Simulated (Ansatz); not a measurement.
Ansatz (a first-principles code) input (B3LYP/6-31G*):

Ansatz 0.2 input:
```yaml
crystal:
  periodic: [false, false, false]
  atoms:
    - {symbol: C, position_ang: [-0.97639355, -0.65304117, -0.00521722]}
    - {symbol: C, position_ang: [0.00377491, 0.50486545, 0.00517197]}
    - {symbol: H, position_ang: [-0.45769239, -1.61927512, -0.01591280]}
    - {symbol: H, position_ang: [-1.61960952, -0.57809436, 0.87785217]}
    - {symbol: H, position_ang: [-1.62228121, -0.56001930, -0.88460986]}
    - {symbol: O, position_ang: [1.19191186, 0.45580540, 0.00286775]}
basis:
  gaussian:
    orbitals: 6-31G*
hamiltonian:
  xc: {name: B3LYP}
magnetization: {spin_polarized: true, initial_magnetization: 1}
phonons: {temperatures: {t_min: 298.15, t_max: 298.15, t_step: 100}}
```

Output:

```
Functional definition: B3LYP
integrals: 0.01 GiB planned
564 factors; integrals over basis functions are off by at most 4.2e-4 eV
mean field: 0.16 GiB planned
mean field evaluation 1: about -4164.3632 eV, gradient 3.1e1 eV
mean field evaluation 2: about -4158.1928 eV, gradient 5.2e1 eV
mean field evaluation 4: about -4168.2131 eV, gradient 1.6e0 eV
mean field evaluation 8: about -4168.2355 eV, gradient 2.9e-2 eV
mean field evaluation 16: about -4168.2355 eV, gradient 5.8e-5 eV
mean field -4168.23553578 eV, -153.1798306084 hartree, gradient 5.8e-5 eV, S^2 0.752253; 0 other end points of the search recorded, 0 dependent functions left out
the calculation of the forces begins
reference -4168.23567152 eV, -153.1798355967 hartree; 12, 11 occupied and 39, 40 virtual orbitals, 564 factors
these checks for a lower state are left out or cut short: stability, starts, cluster_reference, orbital_swaps, neighbouring_geometries, increment
integrals: 0.01 GiB planned
564 factors; integrals over basis functions are off by at most 4.2e-4 eV
mean field: 0.16 GiB planned
mean field -4168.23539040 eV, -153.1798252660 hartree, gradient 1.7e-6 eV, S^2 0.752252; 0 other end points of the search recorded, 0 dependent functions left out
the calculation of the forces begins
reference -4168.23552616 eV, -153.1798302548 hartree; 12, 11 occupied and 39, 40 virtual orbitals, 564 factors
these checks for a lower state are left out or cut short: stability, starts, cluster_reference, orbital_swaps, neighbouring_geometries, increment
integrals: 0.01 GiB planned
564 factors; integrals over basis functions are off by at most 4.1e-4 eV
mean field: 0.16 GiB planned
mean field -4168.23539569 eV, -153.1798254600 hartree, gradient 1.6e-6 eV, S^2 0.752254; 0 other end points of the search recorded, 0 dependent functions left out
the calculation of the forces begins
reference -4168.23553141 eV, -153.1798304477 hartree; 12, 11 occupied and 39, 40 virtual orbitals, 564 factors
these checks for a lower state are left out or cut short: stability, starts, cluster_reference, orbital_swaps, neighbouring_geometries, increment
integrals: 0.01 GiB planned
564 factors; integrals over basis functions are off by at most 4.1e-4 eV
mean field: 0.16 GiB planned
mean field evaluation 32: about -4168.2242 eV, gradient 1.0e-1 eV
mean field -4168.23537727 eV, -153.1798247834 hartree, gradient 1.6e-6 eV, S^2 0.752253; 0 other end points of the search recorded, 0 dependent functions left out
the calculation of the forces begins
reference -4168.23551301 eV, -153.1798297715 hartree; 12, 11 occupied and 39, 40 virtual orbitals, 564 factors
these checks for a lower state are left out or cut short: stability, starts, cluster_reference, orbital_swaps, neighbouring_geometries, increment
integrals: 0.01 GiB planned
564 factors; integrals over basis functions are off by at most 4.2e-4 eV
mean field: 0.16 GiB planned
mean field -4168.23538036 eV, -153.1798248967 hartree, gradient 2.0e-6 eV, S^2 0.752253; 0 other end points of the search recorded, 0 dependent functions left out
the calculation of the forces begins
reference -4168.23551610 eV, -153.1798298851 hartree; 12, 11 occupied and 39, 40 virtual orbitals, 564 factors
these checks for a lower state are left out or cut short: stability, starts, cluster_reference, orbital_swaps, neighbouring_geometries, increment
integrals: 0.01 GiB planned
564 factors; integrals over basis functions are off by at most 4.2e-4 eV
mean field: 0.16 GiB planned
mean field -4168.23547140 eV, -153.1798282425 hartree, gradient 2.1e-6 eV, S^2 0.752258; 0 other end points of the search recorded, 0 dependent functions left out
the calculation of the forces begins
reference -4168.23560717 eV, -153.1798332320 hartree; 12, 11 occupied and 39, 40 virtual orbitals, 564 factors
these checks for a lower state are left out or cut short: stability, starts, cluster_reference, orbital_swaps, neighbouring_geometries, increment
integrals: 0.01 GiB planned
564 factors; integrals over basis functions are off by at most 4.2e-4 eV
mean field: 0.16 GiB planned
mean field -4168.23546987 eV, -153.1798281861 hartree, gradient 1.8e-6 eV, S^2 0.752249; 0 other end points of the search recorded, 0 dependent functions left out
the calculation of the forces begins
reference -4168.23560557 eV, -153.1798331731 hartree; 12, 11 occupied and 39, 40 virtual orbitals, 564 factors
these checks for a lower state are left out or cut short: stability, starts, cluster_reference, orbital_swaps, neighbouring_geometries, increment
integrals: 0.01 GiB planned
564 factors; integrals over basis functions are off by at most 4.2e-4 eV
mean field: 0.16 GiB planned
mean field -4168.23537749 eV, -153.1798247915 hartree, gradient 1.0e-6 eV, S^2 0.752249; 0 other end points of the search recorded, 0 dependent functions left out
[...]
564 factors; integrals over basis functions are off by at most 4.2e-4 eV
mean field: 0.16 GiB planned
mean field -4168.23545485 eV, -153.1798276343 hartree, gradient 2.4e-6 eV, S^2 0.752255; 0 other end points of the search recorded, 0 dependent functions left out
the calculation of the forces begins
reference -4168.23559062 eV, -153.1798326236 hartree; 12, 11 occupied and 39, 40 virtual orbitals, 564 factors
these checks for a lower state are left out or cut short: stability, starts, cluster_reference, orbital_swaps, neighbouring_geometries, increment
integrals: 0.01 GiB planned
564 factors; integrals over basis functions are off by at most 4.2e-4 eV
mean field: 0.16 GiB planned
mean field -4168.23551188 eV, -153.1798297302 hartree, gradient 2.4e-6 eV, S^2 0.752253; 0 other end points of the search recorded, 0 dependent functions left out
the calculation of the forces begins
reference -4168.23564764 eV, -153.1798347191 hartree; 12, 11 occupied and 39, 40 virtual orbitals, 564 factors
these checks for a lower state are left out or cut short: stability, starts, cluster_reference, orbital_swaps, neighbouring_geometries, increment
integrals: 0.01 GiB planned
564 factors; integrals over basis functions are off by at most 4.1e-4 eV
mean field: 0.16 GiB planned
mean field -4168.23551065 eV, -153.1798296849 hartree, gradient 2.0e-6 eV, S^2 0.752254; 0 other end points of the search recorded, 0 dependent functions left out
the calculation of the forces begins
reference -4168.23564637 eV, -153.1798346724 hartree; 12, 11 occupied and 39, 40 virtual orbitals, 564 factors
these checks for a lower state are left out or cut short: stability, starts, cluster_reference, orbital_swaps, neighbouring_geometries, increment
integrals: 0.01 GiB planned
564 factors; integrals over basis functions are off by at most 4.2e-4 eV
mean field: 0.16 GiB planned
mean field evaluation 96: about -4168.2244 eV, gradient 7.4e-2 eV
mean field -4168.23548957 eV, -153.1798289103 hartree, gradient 2.4e-6 eV, S^2 0.752253; 0 other end points of the search recorded, 0 dependent functions left out
the calculation of the forces begins
reference -4168.23562530 eV, -153.1798338981 hartree; 12, 11 occupied and 39, 40 virtual orbitals, 564 factors
these checks for a lower state are left out or cut short: stability, starts, cluster_reference, orbital_swaps, neighbouring_geometries, increment
integrals: 0.01 GiB planned
564 factors; integrals over basis functions are off by at most 4.2e-4 eV
mean field: 0.16 GiB planned
mean field -4168.23549223 eV, -153.1798290079 hartree, gradient 2.4e-6 eV, S^2 0.752254; 0 other end points of the search recorded, 0 dependent functions left out
the calculation of the forces begins
reference -4168.23562798 eV, -153.1798339966 hartree; 12, 11 occupied and 39, 40 virtual orbitals, 564 factors
these checks for a lower state are left out or cut short: stability, starts, cluster_reference, orbital_swaps, neighbouring_geometries, increment
integrals: 0.01 GiB planned
564 factors; integrals over basis functions are off by at most 4.2e-4 eV
mean field: 0.16 GiB planned
mean field -4168.23552112 eV, -153.1798300697 hartree, gradient 2.6e-6 eV, S^2 0.752253; 0 other end points of the search recorded, 0 dependent functions left out
the calculation of the forces begins
reference -4168.23565686 eV, -153.1798350578 hartree; 12, 11 occupied and 39, 40 virtual orbitals, 564 factors
these checks for a lower state are left out or cut short: stability, starts, cluster_reference, orbital_swaps, neighbouring_geometries, increment
integrals: 0.01 GiB planned
564 factors; integrals over basis functions are off by at most 4.2e-4 eV
mean field: 0.16 GiB planned
mean field -4168.23552039 eV, -153.1798300430 hartree, gradient 2.9e-6 eV, S^2 0.752254; 0 other end points of the search recorded, 0 dependent functions left out
the calculation of the forces begins
reference -4168.23565613 eV, -153.1798350313 hartree; 12, 11 occupied and 39, 40 virtual orbitals, 564 factors
these checks for a lower state are left out or cut short: stability, starts, cluster_reference, orbital_swaps, neighbouring_geometries, increment
integrals: 0.01 GiB planned
564 factors; integrals over basis functions are off by at most 4.2e-4 eV
mean field: 0.16 GiB planned
mean field -4168.23546203 eV, -153.1798278983 hartree, gradient 3.0e-6 eV, S^2 0.752253; 0 other end points of the search recorded, 0 dependent functions left out
the calculation of the forces begins
reference -4168.23559779 eV, -153.1798328873 hartree; 12, 11 occupied and 39, 40 virtual orbitals, 564 factors
these checks for a lower state are left out or cut short: stability, starts, cluster_reference, orbital_swaps, neighbouring_geometries, increment
integrals: 0.01 GiB planned
564 factors; integrals over basis functions are off by at most 4.2e-4 eV
mean field: 0.16 GiB planned
mean field evaluation 128: about -4168.2355 eV, gradient 2.1e-5 eV
mean field -4168.23546417 eV, -153.1798279768 hartree, gradient 2.4e-6 eV, S^2 0.752253; 0 other end points of the search recorded, 0 dependent functions left out
the calculation of the forces begins
reference -4168.23559989 eV, -153.1798329643 hartree; 12, 11 occupied and 39, 40 virtual orbitals, 564 factors
these checks for a lower state are left out or cut short: stability, starts, cluster_reference, orbital_swaps, neighbouring_geometries, increment
integrals: 0.01 GiB planned
564 factors; integrals over basis functions are off by at most 4.2e-4 eV
mean field: 0.16 GiB planned
mean field -4168.23552463 eV, -153.1798301988 hartree, gradient 2.3e-6 eV, S^2 0.752252; 0 other end points of the search recorded, 0 dependent functions left out
the calculation of the forces begins
reference -4168.23566035 eV, -153.1798351863 hartree; 12, 11 occupied and 39, 40 virtual orbitals, 564 factors
these checks for a lower state are left out or cut short: stability, starts, cluster_reference, orbital_swaps, neighbouring_geometries, increment
integrals: 0.01 GiB planned
564 factors; integrals over basis functions are off by at most 4.2e-4 eV
mean field: 0.16 GiB planned
mean field -4168.23552043 eV, -153.1798300442 hartree, gradient 1.7e-6 eV, S^2 0.752254; 0 other end points of the search recorded, 0 dependent functions left out
the calculation of the forces begins
reference -4168.23565618 eV, -153.1798350331 hartree; 12, 11 occupied and 39, 40 virtual orbitals, 564 factors
these checks for a lower state are left out or cut short: stability, starts, cluster_reference, orbital_swaps, neighbouring_geometries, increment
integrals: 0.01 GiB planned
564 factors; integrals over basis functions are off by at most 4.2e-4 eV
mean field: 0.16 GiB planned
mean field -4168.23538793 eV, -153.1798251751 hartree, gradient 1.0e-6 eV, S^2 0.752259; 0 other end points of the search recorded, 0 dependent functions left out
the calculation of the forces begins
reference -4168.23552365 eV, -153.1798301626 hartree; 12, 11 occupied and 39, 40 virtual orbitals, 564 factors
these checks for a lower state are left out or cut short: stability, starts, cluster_reference, orbital_swaps, neighbouring_geometries, increment
integrals: 0.01 GiB planned
564 factors; integrals over basis functions are off by at most 4.2e-4 eV
mean field: 0.16 GiB planned
mean field -4168.23538908 eV, -153.1798252171 hartree, gradient 1.1e-6 eV, S^2 0.752248; 0 other end points of the search recorded, 0 dependent functions left out
the calculation of the forces begins
reference -4168.23552483 eV, -153.1798302060 hartree; 12, 11 occupied and 39, 40 virtual orbitals, 564 factors
Total energy: -4168.23567152 eV, -153.1798355967 hartree
Atom 0 at    -0.976394    -0.653041    -0.005217 Å, force    -0.001205    -0.001155    -0.000010 eV/Å
Atom 1 at     0.003775     0.504865     0.005172 Å, force     0.002402     0.000248    -0.000001 eV/Å
Atom 2 at    -0.457692    -1.619275    -0.015913 Å, force     0.000366    -0.000219    -0.000003 eV/Å
Atom 3 at    -1.619610    -0.578094     0.877852 Å, force    -0.000515     0.000151    -0.000516 eV/Å
Atom 4 at    -1.622281    -0.560019    -0.884610 Å, force    -0.000514     0.000140     0.000520 eV/Å
Atom 5 at     1.191912     0.455805     0.002868 Å, force    -0.000533     0.000835     0.000009 eV/Å
Dipole moment:    -0.433155    -0.260663    -0.002017 e Å
Vibrations: 109.50 463.14 855.36 962.83 1058.58 1382.15 1484.69 1487.76 1937.72 3042.72 3132.07 3135.74 cm⁻¹, zero-point energy 1.181089 eV
```

The blocks after the first are displaced geometries, from whose forces the wavenumbers follow.
